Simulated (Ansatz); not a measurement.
Eu, DFT, PBE, all-electron LAPW, scalar-relativistic (Ansatz 0.2.0), run on 1 thread of Arm Neoverse V1 on a shared host.

The structure comes from a relaxation in the same program, started in the bcc type. Whether it is a known phase or the ground state wasn't checked. The listed cell was then made from it by scaling, straining or moving an atom.

Command: `ansatz run input.yaml --threads 1 --pin off --max-ram 3072MiB --backend cpu --events-out ev --progress --plain --runs-dir out`

```yaml
crystal:
  lattice:
    - [-2.1624327475, 2.1624327475, 2.1624327475]
    - [2.1624327475, -2.1624327475, 2.1624327475]
    - [2.1624327475, 2.1624327475, -2.1624327475]
  atoms:
    - { symbol: Eu, position: [0.0, 0.0, 0.0], spin: 7.0 }
magnetization:
  spin_polarized: true
kpoints:
  mp_grid: { grid: [14, 14, 14] }
scf:
  occupations: { method: fermi_dirac, width: 0.05 }
hamiltonian:
  xc: pbe
  pseudopotentials: { kind: all_electron, lapw: { basis_error: 0.001 } }
output:
  forces: true
  stress: true
  eigenvalues: true
```

Q: How large is the problem that the program sets up?

A: 104 irreducible k-points, 225 plane waves at Γ, 21 bands.

Q: About how long does it take?

A: 35 s of wall time for 12 SCF iterations. Times on shared machines scatter by tens of per cent.

Q: And the same cell and mesh by PAW with the default files, asked for forces, stress, eigenvalues, efg, write_density, write_potential, elf, on the same hardware?

A: 16 s.

Q: And the same cell and mesh by all-electron PAW (datasets made for this crystal), asked for forces, stress, eigenvalues, efg, on the same hardware?

A: 34 s.
